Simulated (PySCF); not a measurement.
formamide (CH3NO), SMILES NC=O.

The structure is a stationary point at PBE0-D3(BJ)/def2-TZVP. The values are those of a single conformer.

Method: PBE0/def2-TZVPD run with PySCF.

Computed frontier levels, gap, dipole moment and polarisability:
| Item | Result |
|---|---|
| highest occupied level | -7.66 eV |
| lowest empty level | 0.15 eV |
| orbital gap | 7.81 eV |
| dipole moment | 3.95 D |
| quadrupole, principal values (traceless, Buckingham form, about the centre of nuclear charge) | -2.24, -1.61, 3.85 D·Å |
| mean static polarisability | 27.5 bohr³ (4.08 Å³) |
| polarisability, principal values | 19.7, 27.6, 35.2 bohr³ |
